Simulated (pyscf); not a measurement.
`[NH3]` + `[NH2][SiH2]` [doublet] → `[NH2][SiH2][NH2]` + `[H]` [doublet], a substitution at N (doublet surface; H–N broken, N–Si formed). Optimised with ωB97X-D3(BJ)/def2-SVP in PySCF. MP2 and CC: frozen core, UHF for open shells. ΔMP2 is the change of the MP2 total energy from the triple- to the quadruple-zeta basis. Energies in eV from the separated reactants.

AM1 to PM7: differences of heats of formation from MOPAC. Open shells are spin-unrestricted. 

Task: Quick PM6 single points give ΔE‡ = -0.28 eV and ΔE = -0.29 eV. What does CCSD(T)/def2-TZVPP + ΔMP2(QZVPP) give, and how far is the quick result from it?

Result: CCSD(T)/def2-TZVPP + ΔMP2(QZVPP) gives ΔE‡ = 0.92 eV and ΔE = +0.15 eV. PM6 lies 1.20 eV under it in the barrier and 0.44 eV under it in the reaction energy, so on this step it does not hold to within 0.13 eV. At PM6 this geometry lies under one side, so its ΔE‡ may be no barrier of that level. CCSD(T)/def2-TZVPP + ΔMP2(QZVPP) has limits of its own. This is the saddle that the search found; another between the same sides may lie lower. The angle at the attacked N is 131°. The CCSD(T) − MP2 part came from Ansatz, without density fitting, on the same reference.
